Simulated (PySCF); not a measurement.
# NaSi: energy against distance

Set-up: PySCF, no relativity, basis sets Na def2-TZVP, Si def2-TZVP. Energies in eV from Na + Si in their ground configurations at the same level. All curves are PBE0. state 1: ⁴Σ⁻ (quartet), unpaired electrons σ ↑, π ↑↑; state 2: Ms = 0.5 determinant of mixed spin (⟨S²⟩ near 1.8), unpaired electrons σ ↓, π ↑↑, a second solution, started from another occupation; state 3: ²Π (doublet), unpaired electrons π ↑, a second solution, started from another occupation; state 4: doublet, unpaired electrons σ ↑, a mixture of terms (⟨Lz²⟩ = 2.0), a second solution, started from another occupation.

| R (Å) | state 1 | state 2 | state 3 | state 4 |
| --- | --- | --- | --- | --- |
| 2.325 | -1.117 | -0.6166 | -0.2575 | 0.2583 |
| 2.434 | -1.295 | -0.8044 | -0.5453 | 0.0682 |
| 2.542 | -1.393 | -0.9147 | -0.7336 | -0.0411 |
| 2.623 | -1.427 | -0.9597 | -0.8243 | -0.0831 |
| 2.704 | -1.437 | -0.9804 | -0.8812 | -0.0991 |
| 2.785 | -1.426 | -0.9823 | -0.9110 | -0.0945 |
| 2.893 | -1.389 | -0.9634 | -0.9177 | -0.0644 |
| 3.029 | -1.317 | -0.9163 | -0.8873 | 0.0002 |
| 3.191 | -1.210 | -0.8403 | -0.8140 | 0.1020 |
| 3.407 | -1.051 | -0.7260 | -0.6863 | 0.2564 |

Problem. Put a parabola through the three lowest points of the state 1 curve and estimate Re, k and ωe (reduced mass 12.62 u; 1 eV/Å² = 0.16022 mdyn/Å; ωe = 1302.8·√(k/μ) cm⁻¹).

Solution. Through R = 2.623, 2.704, 2.785 Å the second-order coefficient is 1.60 eV/Å², so Re ≈ 2.702 Å, k ≈ 0.513 mdyn/Å and ωe ≈ 263 cm⁻¹. A polynomial fit of higher order to the unrounded PBE0 energies gives Re = 2.698 Å, k = 0.489 mdyn/Å, ωe = 257 cm⁻¹; anharmonicity and rounding make the difference.

The higher-order fit for each curve: state 1: Re = 2.698 Å, ωe = 257 cm⁻¹, De = 1.44 eV; state 2: Re = 2.753 Å, ωe = 228 cm⁻¹, minimum 0.98 eV below the ground-state fragments; state 3: Re = 2.861 Å, ωe = 239 cm⁻¹, minimum 0.92 eV below the ground-state fragments; state 4: Re = 2.724 Å, ωe = 250 cm⁻¹, minimum 0.100 eV below the ground-state fragments.

⟨S²⟩ of the unrestricted solution departs from its pure value on part of the curve, where spin states mix. The state was picked by a PBE0 search and need not be the measured ground state.
